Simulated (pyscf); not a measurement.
PySCF, gas phase, ωB97X-D3(BJ)/def2-SVP geometries.

Problem. Estimate the classical barrier height and the reaction energy of :HSi–Cl (SMILES [SiH]Cl) [singlet] + H₂ (SMILES [H][H]) -> H₃Si–Cl (SMILES [SiH3]Cl) at ωB97M-D3(BJ)/def2-TZVP. The step runs on the singlet surface, breaks H–H and forms H–Si, H–Si; take the separated reactants as zero.

Solution. ΔE‡ = 16.1 kcal/mol, ΔE = -49.5 kcal/mol. Zero-point energy shifts the barrier by +2.6 kcal/mol. It is an insertion, with an imaginary mode of 1310i cm⁻¹. One saddle was located; it need not be the lowest between these sides.
